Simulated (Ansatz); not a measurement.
## ClNa: a scan of the bond length

Computed with the Ansatz DFT code, driven from Python.

Script `scan_clna.py`:
```python
'''Potential curve of ClNa along one bond.'''

import ansatz as az
from ase.data import atomic_masses, atomic_numbers
import numpy as np

clna = (
    az.Crystal.molecule()
    .atom('Na', (0.0, 0.0, 0.0))
    .atom('Cl', (0.0, 0.0, 2.545))
)

symbols = [site.symbol for site in clna.cartesian_sites]
start = np.array([site.position_ang for site in clna.cartesian_sites])
axis = (start[1] - start[0]) / np.linalg.norm(start[1] - start[0])
moving = [1]
lengths, energies = [2.24, 2.341, 2.443, 2.545, 2.647, 2.749, 2.85, 3.003], []
for length in lengths:
    xyz = start.copy()
    xyz[moving] += (length - np.linalg.norm(start[1] - start[0])) * axis
    point = az.Crystal.molecule()
    for symbol, place in zip(symbols, xyz):
        point = point.atom(symbol, place.tolist())
    calc = point.calculation()
    calc = calc.basis(gaussian='def2-TZVP')
    calc = calc.functional('PBE0')
    report = calc.run().report
    energies.append(report['free_energy_ev'])
    print(f'r = {length:6.3f} A  E = {energies[-1]:.5f} eV  <S^2> = {abs(report["mean_field"]["state"]["spin_squared"]):.3f}')

# quartic fit about the minimum
fit = np.polynomial.Polynomial.fit(lengths, np.array(energies) - min(energies), 4).convert()
roots = [r.real for r in fit.deriv().roots() if abs(r.imag) < 1e-9 and fit.deriv(2)(r.real) > 0]
r_e = min(roots, key=lambda r: abs(r - lengths[int(np.argmin(energies))]))
print(f'minimum of the fit at {r_e:.4f} A, force constant {fit.deriv(2)(r_e):.2f} eV/A^2')
m1, m2 = (atomic_masses[atomic_numbers[s]] for s in symbols)
mu = m1 * m2 / (m1 + m2)
print(f'harmonic wavenumber {521.4709 * np.sqrt(fit.deriv(2)(r_e) / mu):.0f} 1/cm, rotational constant {16.857629 / (mu * r_e ** 2):.4f} 1/cm')
```

```console
$ python scan_clna.py
r =  2.240 A  E = -16934.16027 eV  <S^2> = 0.000
r =  2.341 A  E = -16934.21442 eV  <S^2> = 0.000
r =  2.443 A  E = -16934.19333 eV  <S^2> = 0.000
r =  2.545 A  E = -16934.12135 eV  <S^2> = 0.000
r =  2.647 A  E = -16934.01612 eV  <S^2> = 0.000
r =  2.749 A  E = -16933.88992 eV  <S^2> = 0.000
r =  2.850 A  E = -16933.75256 eV  <S^2> = 0.000
r =  3.003 A  E = -16933.53322 eV  <S^2> = 0.000
minimum of the fit at 2.3594 A, force constant 6.70 eV/A^2
harmonic wavenumber 361 1/cm, rotational constant 0.2171 1/cm
```

The lowest point is at 2.341 Å. At the shortest distance (2.24 Å) the energy is 0.05 eV higher, at the longest (3.00 Å) 0.68 eV.

Caveats:
- These settings explore the input space; basis and method may be short of convergence.
- The basis set is modest, and single-reference methods fail as a bond breaks.
- The orbitals are restricted, so S² is zero by construction.
- Run time: 6.5 s on 1 thread of Arm Neoverse V2, on a shared host, peak memory 0.19 GiB.
